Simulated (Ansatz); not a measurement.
These are B3LYP-D3(BJ)/def2-TZVP (Ansatz, a quantum-chemistry and plane-wave program) values and carry that method's errors. No frequencies were computed at this level.

Ansatz 0.2 input:
```yaml
crystal:
  periodic: [false, false, false]
  atoms:
    - { symbol: C, position_ang: [-1.039908, -0.156025, 0.501047] }
    - { symbol: C, position_ang: [0.027694, -0.14774, -0.587913] }
    - { symbol: C, position_ang: [1.339491, 0.381796, -0.088191] }
    - { symbol: O, position_ang: [2.081096, 1.097169, -0.699076] }
    - { symbol: H, position_ang: [-1.960567, -0.592604, 0.122798] }
    - { symbol: H, position_ang: [-1.25203, 0.857262, 0.833562] }
    - { symbol: H, position_ang: [-0.70929, -0.738477, 1.358254] }
    - { symbol: H, position_ang: [-0.292946, 0.435085, -1.452818] }
    - { symbol: H, position_ang: [0.213553, -1.173309, -0.922844] }
    - { symbol: H, position_ang: [1.592906, 0.036843, 0.93518] }
basis:
  gaussian: { orbitals: def2-tzvp }
hamiltonian:
  xc: b3lyp
  dispersion: d3bj
relax:
  max_steps: 150
```

Output:

```
Functional definition: B3LYP
955 factors; their error is unknown
mean field evaluation 1: about -5248.8137 eV, gradient 6.6e1 eV
mean field evaluation 2: about -5241.4880 eV, gradient 8.8e1 eV
mean field evaluation 4: about -5257.8800 eV, gradient 6.1e0 eV
mean field evaluation 8: about -5257.9516 eV, gradient 6.1e-2 eV
mean field evaluation 16: about -5257.9338 eV, gradient 9.9e-5 eV
mean field -5257.93380689 eV, -193.2255034475 hartree, gradient 2.3e-5 eV, S^2 0.000000; 0 other end points of the search recorded, 0 dependent functions left out
reference -5257.93405417 eV, -193.2255125350 hartree; 16, 16 occupied and 144, 144 virtual orbitals, 955 factors
relax step   1: F+E_penalty+E_count = -5258.20377326 eV  Δ(F+E_penalty+E_count) = +0.000e0 eV  max|allowed force component| = 2.729e-1 eV/Å  Δτ_max = 0.0000 Å  (28 SCF iters, accepted)
these checks for a lower state are left out or cut short: starts, cluster_reference, orbital_swaps, neighbouring_geometries, increment
955 factors; their error is unknown
mean field -5257.94247354 eV, -193.2258219413 hartree, gradient 1.7e-5 eV, S^2 0.000000; 0 other end points of the search recorded, 0 dependent functions left out
reference -5257.94272179 eV, -193.2258310643 hartree; 16, 16 occupied and 144, 144 virtual orbitals, 955 factors
relax step   2: F+E_penalty+E_count = -5258.21139825 eV  Δ(F+E_penalty+E_count) = -7.625e-3 eV  max|allowed force component| = 6.617e-2 eV/Å  Δτ_max = 0.0298 Å  (31 SCF iters, accepted)
these checks for a lower state are left out or cut short: starts, cluster_reference, orbital_swaps, neighbouring_geometries, increment
955 factors; their error is unknown
mean field evaluation 32: about -5257.9430 eV, gradient 1.7e-5 eV
mean field -5257.94302505 eV, -193.2258422089 hartree, gradient 1.7e-5 eV, S^2 0.000000; 0 other end points of the search recorded, 0 dependent functions left out
reference -5257.94327400 eV, -193.2258513576 hartree; 16, 16 occupied and 144, 144 virtual orbitals, 955 factors
relax step   3: F+E_penalty+E_count = -5258.21140842 eV  Δ(F+E_penalty+E_count) = -1.016e-5 eV  max|allowed force component| = 1.959e-1 eV/Å  Δτ_max = 0.0495 Å  (32 SCF iters, accepted)
these checks for a lower state are left out or cut short: starts, cluster_reference, orbital_swaps, neighbouring_geometries, increment
955 factors; their error is unknown
mean field -5257.94485097 eV, -193.2259093102 hartree, gradient 1.6e-5 eV, S^2 0.000000; 0 other end points of the search recorded, 0 dependent functions left out
reference -5257.94510008 eV, -193.2259184646 hartree; 16, 16 occupied and 144, 144 virtual orbitals, 955 factors
relax step   4: F+E_penalty+E_count = -5258.21320520 eV  Δ(F+E_penalty+E_count) = -1.797e-3 eV  max|allowed force component| = 8.338e-2 eV/Å  Δτ_max = 0.0117 Å  (31 SCF iters, accepted)
these checks for a lower state are left out or cut short: starts, cluster_reference, orbital_swaps, neighbouring_geometries, increment
955 factors; their error is unknown
mean field -5257.94515888 eV, -193.2259206257 hartree, gradient 1.6e-5 eV, S^2 0.000000; 0 other end points of the search recorded, 0 dependent functions left out
reference -5257.94540786 eV, -193.2259297755 hartree; 16, 16 occupied and 144, 144 virtual orbitals, 955 factors
relax step   5: F+E_penalty+E_count = -5258.21370889 eV  Δ(F+E_penalty+E_count) = -5.037e-4 eV  max|allowed force component| = 4.425e-2 eV/Å  Δτ_max = 0.0053 Å  (33 SCF iters, accepted)
these checks for a lower state are left out or cut short: starts, cluster_reference, orbital_swaps, neighbouring_geometries, increment
955 factors; their error is unknown
mean field -5257.94615335 eV, -193.2259571716 hartree, gradient 1.7e-5 eV, S^2 0.000000; 0 other end points of the search recorded, 0 dependent functions left out
reference -5257.94640228 eV, -193.2259663197 hartree; 16, 16 occupied and 144, 144 virtual orbitals, 955 factors
relax step   6: F+E_penalty+E_count = -5258.21489567 eV  Δ(F+E_penalty+E_count) = -1.187e-3 eV  max|allowed force component| = 8.063e-2 eV/Å  Δτ_max = 0.0382 Å  (33 SCF iters, accepted)
these checks for a lower state are left out or cut short: starts, cluster_reference, orbital_swaps, neighbouring_geometries, increment
955 factors; their error is unknown
mean field -5257.94723004 eV, -193.2259967394 hartree, gradient 1.6e-5 eV, S^2 0.000000; 0 other end points of the search recorded, 0 dependent functions left out
reference -5257.94747890 eV, -193.2260058847 hartree; 16, 16 occupied and 144, 144 virtual orbitals, 955 factors
relax step   7: F+E_penalty+E_count = -5258.21613510 eV  Δ(F+E_penalty+E_count) = -1.239e-3 eV  max|allowed force component| = 4.939e-2 eV/Å  Δτ_max = 0.0611 Å  (31 SCF iters, accepted)
these checks for a lower state are left out or cut short: starts, cluster_reference, orbital_swaps, neighbouring_geometries, increment
955 factors; their error is unknown
mean field evaluation 64: about -5257.9448 eV, gradient 1.2e-3 eV
mean field -5257.94475848 eV, -193.2259059111 hartree, gradient 1.5e-5 eV, S^2 0.000000; 0 other end points of the search recorded, 0 dependent functions left out
reference -5257.94500701 eV, -193.2259150447 hartree; 16, 16 occupied and 144, 144 virtual orbitals, 955 factors
relax step   8: F+E_penalty+E_count = -5258.21393706 eV  Δ(F+E_penalty+E_count) = +2.198e-3 eV  max|allowed force component| = 5.060e-1 eV/Å  Δτ_max = 0.1084 Å  (32 SCF iters, rejected (line search))
these checks for a lower state are left out or cut short: starts, cluster_reference, orbital_swaps, neighbouring_geometries, increment
955 factors; their error is unknown
mean field -5257.94799566 eV, -193.2260248753 hartree, gradient 1.4e-5 eV, S^2 0.000000; 0 other end points of the search recorded, 0 dependent functions left out
reference -5257.94824431 eV, -193.2260340129 hartree; 16, 16 occupied and 144, 144 virtual orbitals, 955 factors
relax step   9: F+E_penalty+E_count = -5258.21711275 eV  Δ(F+E_penalty+E_count) = -9.776e-4 eV  max|allowed force component| = 2.725e-2 eV/Å  Δτ_max = 0.0542 Å  (31 SCF iters, accepted)
these checks for a lower state are left out or cut short: starts, cluster_reference, orbital_swaps, neighbouring_geometries, increment
955 factors; their error is unknown
mean field -5257.94646436 eV, -193.2259686012 hartree, gradient 1.7e-5 eV, S^2 0.000000; 0 other end points of the search recorded, 0 dependent functions left out
reference -5257.94671306 eV, -193.2259777408 hartree; 16, 16 occupied and 144, 144 virtual orbitals, 955 factors
relax step  10: F+E_penalty+E_count = -5258.21552465 eV  Δ(F+E_penalty+E_count) = +1.588e-3 eV  max|allowed force component| = 1.826e-1 eV/Å  Δτ_max = 0.0520 Å  (31 SCF iters, rejected (line search))
these checks for a lower state are left out or cut short: starts, cluster_reference, orbital_swaps, neighbouring_geometries, increment
955 factors; their error is unknown
mean field -5257.94808845 eV, -193.2260282851 hartree, gradient 1.6e-5 eV, S^2 0.000000; 0 other end points of the search recorded, 0 dependent functions left out
reference -5257.94833691 eV, -193.2260374162 hartree; 16, 16 occupied and 144, 144 virtual orbitals, 955 factors
relax step  11: F+E_penalty+E_count = -5258.21731559 eV  Δ(F+E_penalty+E_count) = -2.028e-4 eV  max|allowed force component| = 9.267e-3 eV/Å  Δτ_max = 0.0222 Å  (30 SCF iters, accepted)
these checks for a lower state are left out or cut short: starts, cluster_reference, orbital_swaps, neighbouring_geometries, increment
955 factors; their error is unknown
mean field -5257.94808502 eV, -193.2260281592 hartree, gradient 1.6e-5 eV, S^2 0.000000; 0 other end points of the search recorded, 0 dependent functions left out
reference -5257.94833342 eV, -193.2260372880 hartree; 16, 16 occupied and 144, 144 virtual orbitals, 955 factors
relax step  12: F+E_penalty+E_count = -5258.21734328 eV  Δ(F+E_penalty+E_count) = -2.769e-5 eV  max|allowed force component| = 2.312e-2 eV/Å  Δτ_max = 0.0148 Å  (31 SCF iters, accepted)
these checks for a lower state are left out or cut short: starts, cluster_reference, orbital_swaps, neighbouring_geometries, increment
955 factors; their error is unknown
mean field evaluation 96: about -5257.9645 eV, gradient 5.1e-1 eV
mean field -5257.94809140 eV, -193.2260283936 hartree, gradient 1.6e-5 eV, S^2 0.000000; 0 other end points of the search recorded, 0 dependent functions left out
reference -5257.94833980 eV, -193.2260375223 hartree; 16, 16 occupied and 144, 144 virtual orbitals, 955 factors
relax step  13: F+E_penalty+E_count = -5258.21735356 eV  Δ(F+E_penalty+E_count) = -1.028e-5 eV  max|allowed force component| = 9.222e-3 eV/Å  Δτ_max = 0.0005 Å  (32 SCF iters, accepted)
955 factors; their error is unknown
mean field -5257.94809140 eV, -193.2260283936 hartree, gradient 1.6e-5 eV, S^2 0.000000; 1 other end points of the search recorded, 0 dependent functions left out
reference -5257.94833980 eV, -193.2260375223 hartree; 16, 16 occupied and 144, 144 virtual orbitals, 955 factors
Total energy: -5258.21760197 eV, -193.2359327243 hartree
Atom 0 at    -1.047149    -0.129785     0.493557 Å, force    -0.000133    -0.002162     0.000074 eV/Å
Atom 1 at     0.034328    -0.175176    -0.591106 Å, force    -0.000161     0.000136     0.001110 eV/Å
Atom 2 at     1.344721     0.363887    -0.085799 Å, force     0.007905     0.000808    -0.004706 eV/Å
Atom 3 at     1.964163     1.264534    -0.588754 Å, force    -0.006443    -0.009222     0.008712 eV/Å
Atom 4 at    -1.968967    -0.588993     0.136571 Å, force     0.001267    -0.000924     0.000694 eV/Å
Atom 5 at    -1.270916     0.899024     0.779396 Å, force     0.000239     0.001805     0.000490 eV/Å
Atom 6 at    -0.731688    -0.667899     1.390053 Å, force    -0.001898     0.001249    -0.001937 eV/Å
Atom 7 at    -0.257107     0.387063    -1.478618 Å, force    -0.000975     0.000541    -0.000205 eV/Å
Atom 8 at     0.205671    -1.216738    -0.888258 Å, force     0.000232     0.001498     0.000554 eV/Å
Atom 9 at     1.726943    -0.135919     0.832958 Å, force    -0.000034     0.006272    -0.004787 eV/Å
Dipole moment:    -0.406292    -0.420202     0.171002 e Å
```

Cost: around 50 core-seconds (rough).
